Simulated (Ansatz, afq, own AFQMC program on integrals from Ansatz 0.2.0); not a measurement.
# CH₄NSi, doublet: AFQMC among the cluster methods

```yaml
atoms:
  - { symbol: Si, position_ang: [-1.6002, 0.0000, 0.0000] }
  - { symbol: H, position_ang: [-2.0951, 1.3997, 0.0000] }
  - { symbol: H, position_ang: [-2.0951, -0.6999, 1.2122] }
  - { symbol: H, position_ang: [-2.0951, -0.6999, -1.2122] }
  - { symbol: H, position_ang: [-0.0092, 0.0000, 0.0000] }
  - { symbol: N, position_ang: [2.5068, 0.0000, 0.0000] }
  - { symbol: C, position_ang: [1.3468, 0.0000, 0.0000] }
```

Basis cc-pVDZ. Noble-gas cores (and the filled d shells of Ga–Kr and In–Xe) are frozen. Integrals, coupled cluster, full CI and functionals: Ansatz 0.2.0; the random walks run on the same integrals in our own AFQMC program. The CISD trial takes its coefficients from CCSD amplitudes. Released means that phaseless walkers are propagated on without the constraint, phases kept. Uncertainties: one standard error, sampling alone.

Determinant: ROHF, the one that the program's search chose, which needn't be the lowest solution. The geometry is a point of a scan.

No full CI on the walks' own integrals is used here; CCSDT(Q) serves as the reference and is uncertain by about the last step of the cluster series.

Cautions: higher spins were not checked; a spin-contaminated unrestricted determinant lies lower (UHF 322 meV lower, ⟨S²⟩ 0.99).

The T1 diagnostic is 0.0225, the weight of the determinant in the CISD state is 0.816 and the size of the correlated space is 17 electrons in 59 orbitals.

```
  level  correlation energy (eV)
    MP2                 -10.9061
   CCSD                 -11.8416
CCSD(T)                 -12.2956
```

(1) Estimate where phaseless AFQMC with a CISD trial lies against CCSD(T) on the same integrals.

(1) 1.85 ± 0.35 mEh below CCSD(T).

Reference: CCSDT(Q), correlation energy -12.366 eV. The released energy is read at 1.50 1/Eh (meV from the phaseless value at times in 1/Eh: -19 ± 8 at 0.24, -13 ± 7 at 0.51, -24 ± 7 at 0.99, -19 ± 8 at 1.50).

```json
{"level": "CCSD(T)", "E − E(reference) (mEh)": "2.60", "share of correlation (%)": "99.43"}
{"level": "CCSDT", "E − E(reference) (mEh)": "1.71", "share of correlation (%)": "99.62"}
{"level": "ph-AFQMC/HF", "E − E(reference) (mEh)": "-0.93 ± 1.10", "share of correlation (%)": "100.21"}
{"level": "ph-AFQMC/CISD", "E − E(reference) (mEh)": "0.75 ± 0.35", "share of correlation (%)": "99.84"}
{"level": "released AFQMC", "E − E(reference) (mEh)": "0.04 ± 0.30", "share of correlation (%)": "99.99"}
```

A walk keeps the symmetry of its determinant, which the program's search chose and which needn't be the lowest solution, so a lower state of the same spin and another symmetry isn't excluded. Released energies are given only where the last usable release times agree within the noise; a slower fall can still hide under it.
